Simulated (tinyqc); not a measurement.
Inside a calculation. Method: extended Hueckel theory, for SiH4. One step of it, computed by the program tinyqc.

Question. Mulliken analysis. P = C n C^T; charge = valence electrons (H 1, Si 4) minus the sum of (P S)_ii on the atom; overlap population = 2 sum P_ij S_ij between two atoms.

coefficients:
```
              MO1        MO2        MO3        MO4        MO5        MO6        MO7        MO8
1Si 3s   0.646416   0.000000   0.000000   0.000000   0.000000   0.000000   0.000000   1.435131
1Si 3px  0.000000   0.076233   0.299091  -0.023343  -0.294971   1.128206   0.398971   0.000000
1Si 3py  0.000000  -0.162285   0.061369   0.256338   0.762564  -0.139465   0.958165   0.000000
1Si 3pz  0.000000  -0.252318   0.050893  -0.171924   0.922238   0.476167  -0.664663   0.000000
2H 1s    0.192509  -0.436651   0.530834   0.078811  -0.580671  -0.612038  -0.289315  -0.708732
3H 1s    0.192509   0.633401   0.241094  -0.139056   0.827148  -0.330690  -0.044064  -0.708732
4H 1s    0.192509   0.017808  -0.372445   0.582776  -0.056527   0.728575  -0.511327  -0.708732
5H 1s    0.192509  -0.214558  -0.399483  -0.522531  -0.189951   0.214153   0.844706  -0.708732
```

occupations: 2.000000  2.000000  2.000000  2.000000  0.000000  0.000000  0.000000  0.000000

overlap S, lower triangle:
```
           1Si 3s    1Si 3px    1Si 3py    1Si 3pz     2H 1s     3H 1s     4H 1s     5H 1s
1Si 3s   1.000000
1Si 3px  0.000000   1.000000
1Si 3py  0.000000   0.000000   1.000000
1Si 3pz  0.000000   0.000000   0.000000   1.000000
2H 1s    0.413769   0.300799   0.300799   0.300799  1.000000
3H 1s    0.413769   0.300799  -0.300799  -0.300799  0.049443  1.000000
4H 1s    0.413769  -0.300799   0.300799  -0.300799  0.049443  0.049443  1.000000
5H 1s    0.413769  -0.300799  -0.300799   0.300799  0.049443  0.049443  0.049443  1.000000
```

Give: charges; Overlap populations.

Answer.

charges: 1Si 1.2849, 2H -0.3212, 3H -0.3212, 4H -0.3212, 5H -0.3212

Overlap populations:
```
pair      value
2-1    0.652253
3-1    0.652253
3-2   -0.024226
4-1    0.652253
4-2   -0.024226
4-3   -0.024226
5-1    0.652253
5-2   -0.024226
5-3   -0.024226
5-4   -0.024226
```
